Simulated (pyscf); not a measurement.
# Hydrogen abstraction: `[NH2][GaH2]` + `[H]` [doublet] → `[NH][GaH2]` [doublet] + `[H][H]`

Gas phase, doublet surface, charge 0. Bonds broken: N1–H3. Bonds formed: H3–H7. Optimised with ωB97X-D3(BJ)/def2-SVP in PySCF.

Transition state (Å):

```xyz
7

N     -1.2383    -0.4547    -0.6420
Ga    -0.9269     0.7136     0.7611
H     -0.1614    -0.4600    -1.5255
H     -1.3407    -1.4600    -0.4717
H     -1.8818     0.5860     1.9929
H      0.1421     1.8288     0.5520
H      0.6497    -0.5910    -1.8001
```

One imaginary mode, 1032i cm⁻¹; descent along it reached the two sides named.

```json
[
 {"bond": "N1–H3", "change": "breaks", "reactant side (Å)": "1.014", "saddle": "1.393", "product side": "2.584"},
 {"bond": "H3–H7", "change": "forms", "reactant side (Å)": "3.0", "saddle": "0.866", "product side": "0.763"}
]
```

Electronic energies relative to the separated reactants (kcal/mol):

| level | barrier | reaction energy | reverse barrier |
|---|---|---|---|
| ωB97X-D3(BJ)/def2-TZVP | 18.3 | +11.6 | 6.7 |
| PBE/def2-TZVP | 13.2 | +12.0 | 1.2 |
| r²SCAN/def2-TZVP | 12.2 | +8.1 | 4.1 |
| B3LYP-D3(BJ)/def2-TZVP | 12.5 | +7.7 | 4.8 |
| PBE0-D3(BJ)/def2-TZVP | 16.5 | +12.6 | 3.9 |
| M06-2X/def2-TZVP | 20.7 | +12.8 | 7.9 |
| ωB97M-D3(BJ)/def2-TZVP | 18.5 | +11.8 | 6.7 |
| HF/def2-TZVP | 26.5 | +6.1 | 20.4 |

With ωB97M-D3(BJ)/def2-TZVP energies and thermal terms (ideal gas, 1 atm, RRHO with modes under 100 cm⁻¹ raised to 100, one conformer, R ln 2 for chiral ones without a mode under 150 cm⁻¹), in kcal/mol:

| T (K) | ΔH‡ | ΔG‡ | ΔH | ΔG |
|---|---|---|---|---|
| 298 | 16.3 | 22.1 | +9.7 | +7.8 |
| 600 | 15.9 | 28.1 | +9.9 | +5.6 |
| 900 | 15.7 | 34.3 | +9.8 | +3.5 |
| 1200 | 15.5 | 40.6 | +9.4 | +1.4 |

•HN–GaH₂ lies 34.2 kcal/mol over its isomer [H₂N–GaH]• (electronic energy, ωB97M-D3(BJ)/def2-TZVP). One saddle was located; it need not be the lowest between these sides. The angle at the transferred H is 158°. Elements up to Kr have no core potential and no relativistic terms here.
